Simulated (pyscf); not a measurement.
H₃C–B(CH₃)–CH₃ (SMILES CB(C)C) + NH₃ (SMILES N) -> CH₄ (SMILES C) + H₃C–B(CH₃)–NH₂ (SMILES CB(C)N), a four-centre exchange (singlet surface; B–C, H–N broken, C–H, B–N formed). PySCF, gas phase, ωB97X-D3(BJ)/def2-SVP geometries. Energies in kcal/mol from the separated reactants.

Small-basis levels: PySCF, no dispersion term, spherical d functions. AM1 to PM7: differences of heats of formation from MOPAC, which are fitted to 298 K values and so differ in kind from electronic energies by zero-point and thermal terms. GFN2-xTB: tblite. Cost: rough CPU time at the saddle relative to B3LYP/6-31G*, from one job on a shared machine.

| level | barrier | reaction energy | cost |
|---|---|---|---|
| HF/STO-3G | 44.3 | -41.0 | 0.03 |
| HF/3-21G | 35.2 | -43.7 | 0.05 |
| HF/6-31G* | 45.8 | -34.9 | 0.08 |
| MP2/6-31G* | 23.4 | -36.0 | 0.1 |
| B3LYP/3-21G | 14.1 | -47.7 | 0.8 |
| B3LYP/LANL2DZ | 23.2 | -40.9 | 0.9 |
| B3LYP/6-311+G** | 28.9 | -32.6 | 2 |
| PBE/def2-SVP | 11.7 | -36.1 | 2 |
| GFN2-xTB | 21.9 | -34.8 | under 0.02 |
| AM1 | 36.1 | -31.9 | under 0.02 |
| PM3 | 23.7 | -31.8 | under 0.02 |
| PM7 | 31.9 | -31.5 | under 0.02 |
| ωB97M-D3(BJ)/def2-TZVP | 22.3 | -32.4 | – |

Against the last row the barrier runs from -10.6 (PBE/def2-SVP) to +23.5 kcal/mol (HF/6-31G*). ωB97M-D3(BJ)/def2-TZVP has limits of its own. On the reactant side the descent ends in an adduct with a B–N contact, 15.7 kcal/mol under the separated species and 38.7 kcal/mol under the saddle at ωB97X-D3(BJ)/def2-TZVP. What is counted as formed (B–N) is already present as a longer contact in the reactant adduct; forming that adduct is a step of its own. One saddle was located; it need not be the lowest between these sides.
